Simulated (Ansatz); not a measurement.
A run of Ansatz (development build ahead of 0.2.0) on doublet CH₂(-) at this shape:

```xyz
3

H     0.0000    0.2568   -0.8566
C     0.0000   -0.5137    0.0000
H     0.0000    0.2568    0.8566
```

Its results:

```
Converged                                                          : yes
Reference energy                                                   : -38.83010 hartree
Correlation energy                                                 : -0.12990 hartree
Total energy                                                       : -38.96000 hartree
Spin squared of the determinant                                    : 0.750
Stability test                                                     : minimum among restricted orbitals
Occupied orbitals by symmetry in an Abelian subgroup (alpha; beta) : 3 A1 1 B1 1 B2; 3 A1 1 B2
```

Messages of the program:
```
mean field -1056.62076225 eV, -38.8300968093 hartree, gradient 2.5e-6 eV, S^2 0.750000; 0 other ends of a descent, 0 dependent functions left out
```

Question: Which input gives this output? Name the method, the orbitals and the basis set, and write the input.

Answer: ROHF-MP2 in def2-SVP.

```yaml
crystal:
  periodic: [false, false, false]
  atoms:
    - { symbol: H, position_ang: [0.0, 0.25683, -0.85656] }
    - { symbol: C, position_ang: [0.0, -0.51366, 0.0] }
    - { symbol: H, position_ang: [0.0, 0.25683, 0.85656] }
basis:
  gaussian: { orbitals: def2-SVP }
total_charge: -1
magnetization:
  initial_magnetization: 1
hamiltonian:
  xc: hf
correlation:
  method: mp2
  frozen_orbitals: { C: 1, H: 0 }
```

Caution: no diffuse functions for an anion.
